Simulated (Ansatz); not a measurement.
## CoSn: experiment and calculation

**The experiment to reproduce.**

“Fantastic flat bands and where to find them: The CoSn-type compounds”, 2020, arxiv:2005.14119 reports, for a powder of CoSn at 15 K: lattice constant a 5.26926 ± 0.00006 Å; lattice constant c 4.2431 ± 0.00005 Å.

How close the calculation comes is told below.

These are results of DFT r2SCAN, scalar-relativistic, plane waves, PAW (Ansatz 0.2.0), not measurements.

Cutoff 500 eV; k points 12×12×8 on the computed 6-atom cell (Γ-centred); Gaussian smearing, width 0.10 eV; no spin polarisation.

Relaxed structure, symmetry kept:

```
Co Sn
1.0
     5.24308    0.00000    0.00000
    -2.62154    4.54064    0.00000
     0.00000    0.00000    4.18412
Co Sn
3 3
Direct
  0.00000 0.50000 0.00000
  0.50000 0.50000 0.00000
  0.50000 0.00000 0.00000
  0.66667 0.33333 0.50000
  0.33333 0.66667 0.50000
  0.00000 0.00000 0.00000
```

* Space group: P6/mmm (No. 191)
* Volume per atom: 16.60 Å³
* Formation energy from the elements' standard states (uncorrected): +0.048 eV/atom
* Generalised Kohn–Sham band gap: none (metal)
* Density of states at the Fermi level: 2.46 states/eV per cell
* Löwdin character within 0.5 eV of the Fermi level: Co 3d 81 %, Sn 5p 13 %
* Bader charges (e): Co (3 in the cell) -0.33, Sn (2 in the cell) 0.29, Sn (1 in the cell) 0.41

A ferromagnetic start lost its moments in a first run, so spin was left out; other magnetic orders weren't tried.

Measured lattice constant a of CoSn: 5.26926 Å (15 K; powder; the paper above). This calculation gives 5.243 Å (-0.5 %). 2 values of this kind are on record (5.26926 to 5.272 Å); this one was drawn at random, those with a stated uncertainty first. Measured lattice constant c of CoSn: 4.2431 Å (15 K; powder; the paper above). This calculation gives 4.184 Å (-1.4 %). 2 values of this kind are on record (4.2431 to 4.246 Å); this one was drawn at random, those with a stated uncertainty first. The calculation is for 0 K without zero-point motion.

Cost: 1 run of about 3.2 core-minutes, on Intel Xeon Platinum 8375C (Ice Lake) (shared hosts).